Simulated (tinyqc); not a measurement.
Worked calculation: extended Hueckel theory, for LiF. One step of it, computed by the program tinyqc.

Question. Wolfsberg-Helmholz matrix. H_ij = K' S_ij (H_ii + H_jj)/2 for i != j (the diagonal keeps H_ii), with K' = K + D^2 + D^4 (1 - K), D = (H_ii - H_jj)/(H_ii + H_jj), K = 1.5.

overlap S:
```
            1Li 2s   1Li 2px   1Li 2py    1Li 2pz     2F 2s    2F 2px    2F 2py     2F 2pz
1Li 2s    1.000000  0.000000  0.000000   0.000000  0.283340  0.000000  0.000000  -0.068106
1Li 2px   0.000000  1.000000  0.000000   0.000000  0.000000  0.145167  0.000000   0.000000
1Li 2py   0.000000  0.000000  1.000000   0.000000  0.000000  0.000000  0.145167   0.000000
1Li 2pz   0.000000  0.000000  0.000000   1.000000  0.420911  0.000000  0.000000  -0.066718
2F 2s     0.283340  0.000000  0.000000   0.420911  1.000000  0.000000  0.000000   0.000000
2F 2px    0.000000  0.145167  0.000000   0.000000  0.000000  1.000000  0.000000   0.000000
2F 2py    0.000000  0.000000  0.145167   0.000000  0.000000  0.000000  1.000000   0.000000
2F 2pz   -0.068106  0.000000  0.000000  -0.066718  0.000000  0.000000  0.000000   1.000000
```

diagonal H_ii (eV): 1Li 2s -5.400000, 1Li 2px -3.500000, 1Li 2py -3.500000, 1Li 2pz -3.500000, 2F 2s -40.000000, 2F 2px -18.100000, 2F 2py -18.100000, 2F 2pz -18.100000

K = 1.500000

Give: H.

Answer.

H (eV):
```
           1Li 2s  1Li 2px  1Li 2py   1Li 2pz     2F 2s    2F 2px    2F 2py    2F 2pz
1Li 2s    -5.4000   0.0000   0.0000    0.0000  -12.2986    0.0000    0.0000    1.3999
1Li 2px    0.0000  -3.5000   0.0000    0.0000    0.0000   -2.9044    0.0000    0.0000
1Li 2py    0.0000   0.0000  -3.5000    0.0000    0.0000    0.0000   -2.9044    0.0000
1Li 2pz    0.0000   0.0000   0.0000   -3.5000  -17.9087    0.0000    0.0000    1.3348
2F 2s    -12.2986   0.0000   0.0000  -17.9087  -40.0000    0.0000    0.0000    0.0000
2F 2px     0.0000  -2.9044   0.0000    0.0000    0.0000  -18.1000    0.0000    0.0000
2F 2py     0.0000   0.0000  -2.9044    0.0000    0.0000    0.0000  -18.1000    0.0000
2F 2pz     1.3999   0.0000   0.0000    1.3348    0.0000    0.0000    0.0000  -18.1000
```
